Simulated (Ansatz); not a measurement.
Input for Ansatz (a program for electronic structure): R-CCSD(T)/aug-cc-pVDZ on NH3 (SMILES N) with ghost functions.

Ansatz 0.2 input:
```yaml
crystal:
  periodic: [false, false, false]
  atoms:
    - {symbol: N, position_ang: [-1.68824500, 0.00008300, 0.10484800]}
    - {symbol: H, position_ang: [-2.12640300, -0.81268000, -0.31731000]}
    - {symbol: H, position_ang: [-2.12744200, 0.81184200, -0.31815800]}
    - {symbol: H, position_ang: [-0.71429700, 0.00054300, -0.19240700]}
basis:
  gaussian:
    orbitals: aug-cc-pVDZ
    ghost_atoms:
      - {symbol: N, position_ang: [1.57522500, 0.00008500, -0.04260700]}
      - {symbol: H, position_ang: [2.13110800, 0.81394900, -0.28661400]}
      - {symbol: H, position_ang: [1.49645000, -0.00293600, 0.97025700]}
      - {symbol: H, position_ang: [2.13172100, -0.81189200, -0.29145300]}
magnetization: {spin_polarized: false}
correlation: {method: ccsd_t, electrons: outside_noble_gas}
scf: {lower_state_search: off}
```

It printed:

```
WARN ansatz: RAYON_NUM_THREADS=2 ignored (pool sized by the plan → 2); use --threads N
Functional definition: HF
these checks for a lower state are left out or cut short: stability, starts, cluster_reference, orbital_swaps, neighbouring_geometries, increment
integrals: 0.11 GiB planned
861 factors; integrals over basis functions are off by at most 8.7e-4 eV
mean field: 0.14 GiB planned
mean field evaluation 1: about -1527.4437 eV, gradient 3.1e1 eV
mean field evaluation 2: about -1527.4435 eV, gradient 3.1e1 eV
mean field evaluation 4: about -1529.4118 eV, gradient 1.6e0 eV
mean field evaluation 8: about -1529.4237 eV, gradient 6.8e-4 eV
mean field -1529.42365978 eV, -56.2052828162 hartree, gradient 5.8e-7 eV, S^2 0.000000; 0 other end points of the search recorded, 0 dependent functions left out
1 core orbitals not correlated
reference -1529.42365978 eV, -56.2052828162 hartree; 4, 4 occupied and 95, 95 virtual orbitals, 861 factors
second order -5.44093175 eV of doubles, -0.00000000 eV of singles
coupled cluster: 0.38 GiB planned
cycle   1  -5.69799472 eV  change   -2.6e-1 eV  update   4.5e-2
cycle   2  -5.82448237 eV  change   -1.3e-1 eV  update   1.3e-2
cycle   3  -5.85028147 eV  change   -2.6e-2 eV  update   5.5e-3
cycle   4  -5.84956570 eV  change    7.2e-4 eV  update   1.3e-3
cycle   5  -5.84951172 eV  change    5.4e-5 eV  update   5.0e-4
cycle   6  -5.84952770 eV  change   -1.6e-5 eV  update   1.6e-4
cycle   7  -5.84948706 eV  change    4.1e-5 eV  update   6.5e-5
cycle   8  -5.84947536 eV  change    1.2e-5 eV  update   2.7e-5
cycle   9  -5.84947522 eV  change    1.4e-7 eV  update   1.1e-5
cycle  10  -5.84947395 eV  change    1.3e-6 eV  update   3.7e-6
perturbative correction -0.15051202 eV, -0.0055312146 hartree
Total energy: -1535.42364574 eV, -56.4257782335 hartree
Checks for a lower state left out: stability, starts, cluster_reference, orbital_swaps, neighbouring_geometries, increment
```

Self-consistency was reached.

Cost: about 5 core-seconds (a rough figure).
